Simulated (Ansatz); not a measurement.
Geometry optimisation, Ansatz, RKS r2SCAN/6-31G*.

The input (input.yaml):

```yaml
crystal:
  periodic: [false, false, false]
  atoms:
    - { symbol: Al, position_ang: [-0.064325, 0.521079, -0.437416] }
    - { symbol: H, position_ang: [0.210659, 0.141359, 2.283519] }
    - { symbol: C, position_ang: [1.719103, 0.019748, -1.031175] }
    - { symbol: H, position_ang: [1.758929, -1.022068, -1.372696] }
    - { symbol: H, position_ang: [2.070447, 0.647625, -1.861231] }
    - { symbol: H, position_ang: [2.458052, 0.137113, -0.224715] }
    - { symbol: H, position_ang: [-1.387816, -0.338148, -0.628242] }
    - { symbol: F, position_ang: [-0.271591, 2.014794, 0.302188] }
    - { symbol: H, position_ang: [0.079241, 0.776598, 1.995969] }
basis:
  gaussian: { orbitals: "6-31G*" }
hamiltonian:
  xc: r2scan
relax:
  f_tol: 0.03
  max_steps: 50
```

Command:

```bash
$ ansatz run input.yaml --threads 1 --pin off --max-ram 2048MiB --backend cpu --events-out ev --progress --plain --runs-dir out
```

Problem. Where does it end, and by what steps?

Solution. The forces met the threshold. After 18 steps the energy has fallen by 0.070 eV; H4 moved furthest, 0.43 Å.

```
step  energy less start (eV)  largest force component (eV/Å)  accepted
   0                  0.0000                           1.345       yes
   1                 -0.0527                           0.533       yes
   2                 -0.0557                           0.504       yes
   3                 -0.0608                           0.452       yes
   4                 -0.0635                           0.304       yes
   5                 -0.0658                           0.100       yes
   6                 -0.0666                           0.040       yes
   7                 -0.0668                           0.040       yes
   8                 -0.0672                           0.097       yes
   9                 -0.0676                           0.109       yes
  10                 -0.0679                           0.102       yes
  11                 -0.0681                           0.080       yes
  12                 -0.0684                           0.051       yes
  13                 -0.0688                           0.036       yes
  14                 -0.0692                           0.064       yes
  15                 -0.0693                           0.078       yes
  16                 -0.0695                           0.129       yes
  17                 -0.0701                           0.072       yes
  18                 -0.0705                           0.027       yes
```

```xyz
9
Properties=species:S:1:pos:R:3
Al -0.085 0.653 -0.473
H 0.298 -0.169 2.073
C 1.705 0.057 -0.957
H 1.789 -1.039 -0.941
H 1.970 0.379 -1.974
H 2.476 0.465 -0.289
H -1.411 -0.208 -0.626
F -0.295 2.208 0.078
H 0.125 0.552 2.137
```

Whether the end is a true minimum wasn't checked by a vibrational analysis.

Time of the run: 76 s on 1 thread of Arm Neoverse V1 (shared host), peak memory 0.14 GiB.
